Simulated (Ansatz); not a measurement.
# C2H3Si radical: one species, many methods

An exercise on one series of results from a longer session: the logs are not shown, and one member is left open.

Program: Ansatz 0.2.0, Gaussian basis. Level of theory: functionals in def2-TZVPP, the program's frozen cores in correlated methods. These are calculated values, not measurements.

Levels to be run: LDA (SPW92), PBE-D4, revPBE-D4, BLYP-D4, r2SCAN-D4, B97M-V, PBE0-D4, B3LYP-D4, r2SCANh-D4, r2SCAN0-D4, HSE06-D4, BHLYP-D4, CAM-B3LYP-D4, LC-ωPBE, ωB97X-V, ωB97M-V, B2PLYP, PBE-QIDH; CCSD(T)/def2-SVP; CCSD(T)/def2-TZVPP; MP2/def2-QZVPP; extrapolation to the limit; RPA on PBE.

### Structure used throughout

An earlier PBE0-D4 in a triple-zeta def2 set relaxation fixed the geometry.

SMILES `C#C[SiH2]`, 6 atoms, charge 0, spin multiplicity 2.

Atoms are counted from 1 here; the program's logs count them from 0.

Bond lengths: C1–C2 1.210 Å, C1–H4 1.066 Å, C2–Si3 1.803 Å, Si3–H5 1.484 Å, Si3–H6 1.484 Å. Angles: C2–C1–H4 179.3°, C1–C2–Si3 174.9°, C2–Si3–H5 111.4°, C2–Si3–H6 111.4°, H5–Si3–H6 112.5°.

The first run:

Input file in.yaml:

```yaml
crystal:
  periodic: [false, false, false]
  atoms:
    - {symbol: C, position_ang: [1.019687, -1.302332, 0.535033]}
    - {symbol: C, position_ang: [0.376018, -0.354456, 0.145738]}
    - {symbol: Si, position_ang: [-0.444499, 1.136893, -0.449458]}
    - {symbol: H, position_ang: [1.575355, -2.144377, 0.879409]}
    - {symbol: H, position_ang: [-1.137637, 0.894625, -1.738769]}
    - {symbol: H, position_ang: [-1.346926, 1.705648, 0.581846]}
basis:
  gaussian: {orbitals: def2-TZVPP}
magnetization: {spin_polarized: true, initial_magnetization: 1}
hamiltonian: {xc: lda}
output: {orbitals: {seedname: orbitals}}
```

Among the steps run: LDA; PBE-D4 (GGA); revPBE-D4 (GGA); BLYP-D4 (GGA); r2SCAN-D4 (meta-GGA); B97M-V (meta-GGA); PBE0-D4 (hybrid); B3LYP-D4 (hybrid); r2SCANh-D4 (hybrid); r2SCAN0-D4 (hybrid); HSE06-D4 (hybrid); BHLYP-D4 (hybrid); CAM-B3LYP-D4 (range-separated); LC-ωPBE-D4 (range-separated; the results give it without D4); ωB97X-V (range-separated); ωB97M-V (range-separated); B2PLYP (double hybrid); PBE-QIDH (double hybrid).

One of the session's tables, all rows but one given; the rest of the session is left out.

It belongs to the step «Frontier levels by functional». 

```
  functional  HOMO (eV)  LUMO (eV)  gap (eV)
 LDA (SPW92)      -5.13      -4.03      1.10
      PBE-D4      -5.15      -3.60      1.55
   revPBE-D4          ?          ?         ?
     BLYP-D4      -4.92      -3.60      1.32
   r2SCAN-D4      -5.48      -3.13      2.35
      B97M-V      -5.20      -3.71      1.49
     PBE0-D4      -6.20      -2.68      3.52
    B3LYP-D4      -5.91      -3.05      2.86
  r2SCANh-D4      -5.86      -2.83      3.03
  r2SCAN0-D4      -6.44      -2.38      4.06
    HSE06-D4      -5.81      -3.06      2.75
    BHLYP-D4      -7.04      -1.85      5.19
CAM-B3LYP-D4      -7.34      -1.78      5.56
     LC-ωPBE      -8.78      -0.39      8.39
     ωB97X-V      -8.24      -0.91      7.33
     ωB97M-V      -7.90      -1.04      6.87
```

Q: Estimate the row for revPBE-D4 from the others.

The run gave: HOMO (eV): -5.13; LUMO (eV): -3.45; gap (eV): 1.68.
